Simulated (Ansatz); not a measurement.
HSiBe, quartet in 6-31G: errors against full CI

Geometry: a point of a bend scan, not a stationary point.

```xyz
3

Si   -0.3328    0.0000    0.3525
Be    0.9700    0.0000   -1.2679
H     0.6003    0.0000    1.5130
```

Basis 6-31G; Ansatz 0.2.0. Only valence electrons are correlated (noble-gas cores frozen), which leaves 7 electrons in 18 orbitals. Prefix R: restricted or restricted open-shell reference; prefix U: unrestricted. Active spaces: pair = (5e, 5o) about the gap; valence = (7e, 9o) chosen from the atoms' valence shells.

Full CI is exact within this basis and frozen core; it isn't the basis-set limit. The frozen core follows each run's orbitals, which can shift R against U totals by a few meV.

For open shells CISD is restricted-active-space CI with the open shells as a complete middle space.

```
UHF ⟨S²⟩                          : 3.763
T1 diagnostic (RCCSD)             : 0.0292
largest doubles amplitude (RCCSD) : 0.046
T1 diagnostic (UCCSD)             : 0.0228
```

```
                   level  E − E(full CI) (kJ/mol)  share of correlation (%)  wall time
                     RHF                    163.9                      0.00          –
                     UHF                    157.8                      3.71          –
                    RMP2                     54.5                     66.77          –
                    UMP2                     52.8                     67.79          –
                    CISD                      8.7                     94.72     0.39 s
                   RCCSD                      5.1                     96.88          –
                   UCCSD                      5.0                     96.94          –
                RCCSD(T)                      1.7                     98.99      0.6 s
                UCCSD(T)                      1.7                     98.99      0.6 s
                 BCCD(T)                      1.8                     98.92     0.51 s
                  RCCSDT                      0.1                     99.93          –
                  UCCSDT                      0.1                     99.94          –
               RCCSDT(Q)                      0.0                     99.98      1.7 s
               UCCSDT(Q)                      0.0                    100.00      1.6 s
                 RCCSDTQ                      0.0                    100.00       11 s
                 UCCSDTQ                      0.0                    100.01       11 s
     CASSCF (pair space)                    119.0                     27.39          –
     NEVPT2 (pair space)                     44.2                     73.02     0.33 s
     MRCISD (pair space)                      6.8                     95.88          –
   MRCISD+Q (pair space)                      0.7                     99.60     0.57 s
  CASSCF (valence space)                     50.1                     69.41          –
  NEVPT2 (valence space)                     15.0                     90.82      1.6 s
  MRCISD (valence space)                      1.4                     99.14          –
MRCISD+Q (valence space)                      0.6                     99.64      2.7 s
```

The correlation energy at full CI, counted from RHF, is -1.699 eV. That run took 4.8 s on 1 thread of Arm Neoverse V2, shared host over 658,896 determinants.

Times hold each run's SCF and search for its determinant on a shared host, so for small cases they say little of a method's own cost; they ran on 1 thread of Arm Neoverse V2. Some runs computed forces too.

The full-CI state has the irrep A'' of Cs, in the program's axes.

Natural occupations of full CI about the gap: 1.965 1.940 0.999 0.989 0.989 0.037 0.024 0.020 0.015 0.006; effectively unpaired electrons, Σ n²(2−n)², 3.03.
